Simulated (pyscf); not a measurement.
8 group-13 steps of one kind (hydrogen abstraction, radical): barrier in kJ/mol, from the separated reactants or the lowest minimum found. Optimised with ωB97X-D3(BJ)/def2-SVP in PySCF. Functionals in def2-TZVP; the last column is ωB97M-D3(BJ)/def2-TZVP. Rows were drawn at random from the steps of this kind and element class whose saddle was verified and whose references are stable.

```tsv
step	PBE	PBE0-D3(BJ)	r²SCAN	ωB97M-D3(BJ)
`[NH][Al]([NH2])[NH2]` [doublet] + `[CH4]` → `[NH2][Al]([NH2])[NH2]` + `[CH3]` [doublet]	17.5	30.0	28.0	46.1
`[O][In]([Cl])[Cl]` [doublet] + `[H][H]` -> `[OH][In]([Cl])[Cl]` + `[H]` [doublet]	-17.2	0.2	-3.8	12.5
`[NH][GaH2]` [doublet] + `[H][H]` -> `[NH2][GaH2]` + `[H]` [doublet]	4.9	16.2	17.1	28.0
`[BH2][OH]` + `[H]` [doublet] → `[BH2][O]` [doublet] + `[H][H]`	14.8	39.9	16.4	54.2
`[O][Ga]([F])[F]` [doublet] + `[H][H]` → `[OH][Ga]([F])[F]` + `[H]` [doublet]	-20.7	-2.2	-7.0	9.7
`[BH][OH]` [doublet] + `[H][H]` → `[BH2][OH]` + `[H]` [doublet]	19.1	24.2	27.2	32.4
`[CH3][AlH][CH3]` + `[H]` [doublet] → `[CH3][Al][CH3]` [doublet] + `[H][H]`	-5.3	0.6	-10.6	11.5
`[BH2][NH]` [doublet] + `[H][H]` → `[BH2][NH2]` + `[H]` [doublet]	14.5	22.1	24.7	34.4
```

Differences from the last column (kJ/mol): PBE: mean -25.2, median -25.9, mean size 25.2, lower in 8 of 8; PBE0-D3(BJ): mean -12.2, median -12.1, mean size 12.2, lower in 8 of 8; r²SCAN: mean -17.1, median -16.5, mean size 17.1, lower in 8 of 8. PBE is closest for row 6 (13.4 kJ/mol apart) and farthest for row 4 (39.4 kJ/mol). PBE, r²SCAN and M06-2X carry no added dispersion term. The last column is a level with limits of its own. Each barrier is that of the saddle found. Elements up to Kr have no core potential and no relativistic terms here. Elements past Kr carry the def2 core potentials, without spin-orbit coupling.
